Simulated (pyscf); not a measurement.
PySCF, gas phase, ωB97X-D3(BJ)/def2-SVP geometries.

Question: H₃Si–NH–NH–SiH₃ (SMILES [SiH3]NN[SiH3]) → H₂N–SiH₂–NH–SiH₃ (SMILES N[SiH2]N[SiH3])
Surface: singlet. Broken: H–Si, N–N. Formed: N–Si, H–N. Give ΔE‡ and ΔE from PBE/def2-TZVP, relative to the reactant's lowest minimum found.

Answer: ΔE‡ = 2.15 eV, ΔE = -2.46 eV. ωB97M-D3(BJ)/def2-TZVP gives 2.73 eV and -2.62 eV. Zero-point energy shifts the barrier by -0.13 eV. It is a concerted two-bond exchange, with an imaginary mode of 1039i cm⁻¹. From the product side, H₂N–SiH₂–NH–SiH₂• + H• lies, by one bond made or cut, 1.17 eV under this saddle at ωB97M-D3(BJ). This is the saddle that the search found; another between the same sides may lie lower. One closed-shell reference is unstable to symmetry breaking; treat the single-reference values with care.
